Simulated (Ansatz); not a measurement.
# Molecular dynamics, step by step

Si2H8O (SMILES [SiH4].[SiH3]O), closed shell, r2SCAN-D4/cc-pVDZ (Ansatz 0.2.0). Settings (timestep in fs, temperature in K; T counts 27 degrees of freedom):

```yaml
hamiltonian: {xc: r2scan, dispersion: d4}
md: {n_steps: 80, timestep: 0.5, temperature: 1000, ensemble: nvt_nose_hoover, seed: 473, initial_velocities: maxwell_boltzmann}
```

Start (the SMILES describes the start alone):

```csv
atom,x (Å),y (Å),z (Å)
Si1,-0.0243,-0.0813,-2.2001
H2,-0.0787,-1.2049,-1.2307
H3,-0.8442,1.0510,-1.7055
H4,-0.5484,-0.5426,-3.5117
H5,1.3857,0.3557,-2.3654
Si6,0.4107,0.1025,1.8045
O7,-1.1955,0.2826,1.4845
H8,0.8196,-1.3285,1.7918
H9,1.1217,0.8377,0.7326
H10,0.7734,0.6747,3.1302
H11,-1.8199,-0.1469,2.0697
```

```
step  time (fs)  potential energy less the start (meV)  kinetic energy (meV)  T (K)
   0       0.00                                    0.0                1163.3   1000
   5       2.50                                  426.5                 743.5    639
  10       5.00                                  456.1                 712.3    612
  15       7.50                                  500.6                 668.1    574
  20      10.00                                  796.4                 376.1    323
  25      12.50                                  585.6                 584.2    502
  30      15.00                                  348.0                 825.0    709
  35      17.50                                  323.0                 851.0    732
  40      20.00                                  433.4                 746.3    641
  45      22.50                                  372.1                 809.3    696
  50      25.00                                  712.8                 473.7    407
  55      27.50                                  777.8                 411.6    354
  60      30.00                                  375.0                 812.7    699
  65      32.50                                  508.5                 688.9    592
  70      35.00                                  414.5                 785.4    675
  75      37.50                                  300.5                 906.5    779
  80      40.00                                  558.8                 656.5    564
```

Step 5, positions (Å) and forces (eV/Å):

| atom | x | y | z | Fx | Fy | Fz |
| --- | --- | --- | --- | --- | --- | --- |
| Si1 | -0.038 | -0.077 | -2.191 | 1.558 | -0.932 | -0.117 |
| H2 | -0.076 | -1.231 | -1.252 | -0.164 | 0.006 | 0.243 |
| H3 | -0.753 | 1.075 | -1.754 | -0.989 | 0.956 | 0.377 |
| H4 | -0.408 | -0.616 | -3.509 | -0.347 | 0.036 | -0.464 |
| H5 | 1.401 | 0.353 | -2.288 | -0.063 | -0.066 | -0.028 |
| Si6 | 0.414 | 0.097 | 1.810 | 0.887 | -0.755 | -3.394 |
| O7 | -1.201 | 0.281 | 1.472 | 1.493 | 1.251 | -2.516 |
| H8 | 0.933 | -1.322 | 1.722 | -0.234 | 0.146 | 0.168 |
| H9 | 1.191 | 0.883 | 0.709 | -0.611 | -0.477 | 0.635 |
| H10 | 0.707 | 0.684 | 3.005 | 0.746 | 1.150 | 2.871 |
| H11 | -1.800 | -0.065 | 2.064 | -2.275 | -1.315 | 2.225 |

Step 15, positions (Å) and forces (eV/Å):

| atom | x | y | z | Fx | Fy | Fz |
| --- | --- | --- | --- | --- | --- | --- |
| Si1 | -0.056 | -0.074 | -2.175 | 1.398 | -0.169 | -0.311 |
| H2 | -0.109 | -1.266 | -1.253 | -0.408 | 0.411 | 0.198 |
| H3 | -0.728 | 1.244 | -1.804 | -0.306 | -0.798 | -0.250 |
| H4 | -0.191 | -0.734 | -3.556 | -0.427 | 0.674 | 0.412 |
| H5 | 1.411 | 0.332 | -2.139 | -0.262 | -0.115 | -0.034 |
| Si6 | 0.427 | 0.083 | 1.805 | 1.019 | 1.301 | 0.158 |
| O7 | -1.212 | 0.282 | 1.436 | -1.429 | -0.911 | 1.337 |
| H8 | 1.101 | -1.275 | 1.626 | -0.618 | 0.152 | 0.487 |
| H9 | 1.214 | 0.891 | 0.772 | -0.517 | -0.153 | 0.245 |
| H10 | 0.679 | 0.846 | 3.154 | -0.032 | -0.929 | -0.674 |
| H11 | -1.873 | 0.012 | 2.164 | 1.583 | 0.537 | -1.568 |

Step 55, positions (Å) and forces (eV/Å):

```json
{"atom": "Si1", "x": "-0.054", "y": "-0.075", "z": "-2.108", "Fx": "-2.165", "Fy": "0.780", "Fz": "-0.735"}
{"atom": "H2", "x": "-0.866", "y": "-0.892", "z": "-1.154", "Fx": "0.452", "Fy": "-0.484", "Fz": "-0.033"}
{"atom": "H3", "x": "-1.134", "y": "1.047", "z": "-2.278", "Fx": "1.120", "Fy": "-0.137", "Fz": "0.272"}
{"atom": "H4", "x": "-0.076", "y": "-0.562", "z": "-3.542", "Fx": "0.419", "Fy": "-0.325", "Fz": "0.423"}
{"atom": "H5", "x": "1.278", "y": "0.296", "z": "-1.583", "Fx": "0.157", "Fy": "0.144", "Fz": "-0.021"}
{"atom": "Si6", "x": "0.460", "y": "0.111", "z": "1.774", "Fx": "-1.384", "Fy": "-0.740", "Fz": "3.115"}
{"atom": "O7", "x": "-1.188", "y": "0.218", "z": "1.332", "Fx": "2.400", "Fy": "-0.336", "Fz": "-2.398"}
{"atom": "H8", "x": "0.829", "y": "-1.317", "z": "1.774", "Fx": "0.427", "Fy": "-0.314", "Fz": "-0.461"}
{"atom": "H9", "x": "1.145", "y": "0.998", "z": "0.906", "Fx": "1.023", "Fy": "0.817", "Fz": "-0.760"}
{"atom": "H10", "x": "0.661", "y": "0.397", "z": "3.422", "Fx": "-0.249", "Fy": "0.093", "Fz": "-2.094"}
{"atom": "H11", "x": "-1.700", "y": "0.358", "z": "2.073", "Fx": "-2.200", "Fy": "0.502", "Fz": "2.691"}
```

Last step (80):

Si1  (-0.103, -0.066, -2.074)
H2  (-0.898, -1.053, -1.258)
H3  (-0.776, 1.332, -2.405)
H4  (0.347, -0.894, -3.327)
H5  (1.128, 0.369, -1.347)
Si6  (0.445, 0.117, 1.772)
O7  (-1.122, 0.177, 1.292)
H8  (0.859, -1.285, 1.383)
H9  (1.417, 0.947, 1.087)
H10  (0.633, 0.559, 3.338)
H11  (-1.845, 0.551, 1.906)
(Å)

The run took about 2.7 min on 4 CPU threads of an Arm Neoverse N1 (shared host).
